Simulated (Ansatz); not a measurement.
## C3HF3 (3,3,3-trifluoroprop-1-yne): entropy by statistical mechanics

A singlet with charge 0, relaxed at HF/6-31G* (Cartesian functions) (Ansatz 0.2.0):

```xyz
7

C     1.2349   -1.2191    0.0566
C     0.3941   -0.3891    0.0180
C    -0.6515    0.6432   -0.0299
F    -1.8150    0.1235   -0.3642
F    -0.3570    1.5748   -0.9135
F    -0.7929    1.2287    1.1417
H     1.9873   -1.9619    0.0911
```

Harmonic wavenumbers in cm⁻¹: 211, 211, 506, 506, 579, 682, 682, 864, 864, 886, 1383, 1383, 1394, 2455, 3664.

Masses in u: C 12.011, F 18.998, H 1.008. Take T = 298.15 K, p = 1 bar, R = 8.3145 J/(mol K), kT/hc = 207.22 cm⁻¹, rigid rotor and harmonic oscillator.

**Question.** Work out S° at 298 K.

**Answer.** 
1. Translation (Sackur–Tetrode): S = R[3/2 ln M + 5/2 ln T − 1.1517] with M = 94.035 gives 165.5 J/(mol K).
2. Rotation: principal moments 86.132, 172.827, 172.830 u Å² give A, B, C = 0.1957, 0.0975, 0.0975 cm⁻¹; the symmetry number is σ = 3; q = (√π/σ)√((kT/hc)³/ABC) = 40860; S = R(ln q + 3/2) = 100.8.
3. Vibration: with u = ν̃/207.22, each mode gives R[u/(eᵘ − 1) − ln(1 − e⁻ᵘ)]; the sum is 29.4, most from 211 cm⁻¹ (8.5), 211 cm⁻¹ (8.5), 506 cm⁻¹ (2.7).
4. Spin: R ln 1 = 0.0.
5. Sum: 165.5 + 100.8 + 29.4 + 0.0 = 295.7 J/(mol K).

No measured value is set beside it here. Where a soft mode is a torsion, a harmonic oscillator describes it poorly. Unscaled Hartree–Fock wavenumbers run high.
